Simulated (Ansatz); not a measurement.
Input for Ansatz (development build ahead of 0.2.0):

```yaml
crystal:
  periodic: [false, false, false]
  atoms:
    - { symbol: "N", position_ang: [0.0, 0.0, 0.0] }
    - { symbol: H, position_ang: [0.64203, 0.64203, 0.64203] }
    - { symbol: H, position_ang: [0.64203, -0.64203, -0.64203] }
    - { symbol: H, position_ang: [-0.64203, 0.64203, -0.64203] }
    - { symbol: H, position_ang: [-0.64203, -0.64203, 0.64203] }
basis:
  gaussian: { orbitals: cc-pVDZ }
total_charge: 1
hamiltonian:
  xc: hf
correlation:
  method: mp2
  frozen_orbitals: { H: 0, "N": 1 }
```

The input is written out in the form of the current development build from the run's settings.

Results

```
Converged                       : yes
Reference energy                : -56.51863 hartree
Correlation energy              : -0.19405 hartree
Total energy                    : -56.71268 hartree
Spin squared of the determinant : 0.000
```
